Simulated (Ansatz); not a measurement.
## SnH2, singlet: reading a ladder of total energies

Geometry: that of the SnH2, triplet, kept fixed.

```xyz
3

Sn    0.0000   -0.0144    0.0000
H     0.0000    0.8475   -1.4828
H     0.0000    0.8475    1.4828
```

Basis def2-SVP with its core potentials; Ansatz 0.2.0. Only valence electrons are correlated (noble-gas cores and the filled d shells of p-block atoms frozen), which leaves 6 electrons in 27 orbitals. R marks a restricted (for open shells ROHF) determinant. No spin–orbit coupling is included; scalar relativity enters through the core potentials alone.

Full CI is exact within this basis and frozen core; it isn't the basis-set limit.

RCCSD has a T1 diagnostic of 0.014 and a largest doubles amplitude of 0.11.

Runs differ by some tens of microhartree through their thresholds, so steps under 0.03 kcal/mol mean nothing.

```tsv
level	total energy (hartree)
RHF	-214.449594
RMP2	-214.524099
RCCSD	-214.548903
RCCSD(T)	-214.550703
RCCSDT	-214.551218
RCCSDT(Q)	-214.551287
RCCSDTQ	-214.551305
full CI	-214.551306
```

Problem. What is the correlation energy at full CI, and what share of it do RMP2 and RCCSDT recover?

Solution. E(corr) = -214.551306 − (-214.449594) = -0.101712 hartree = -2.768 eV. RMP2: -0.074505 / -0.101712 = 73.25 %. RCCSDT: -0.101624 / -0.101712 = 99.91 %.

Problem. By how many kcal/mol does RCCSD(T) miss full CI (1 hartree = 627.509 kcal/mol), and which steps make up the rest?

Solution. -214.550703 − (-214.551306) = 0.000603 hartree = 0.38 kcal/mol. Steps: RCCSDT − RCCSD(T) = -0.32, RCCSDT(Q) − RCCSDT = -0.04, RCCSDTQ − RCCSDT(Q) = -0.01, full CI − RCCSDTQ = 0.00 kcal/mol. That is within 1 kcal/mol of the reference in this basis, which itself misses far more of the correlation at the basis-set limit.
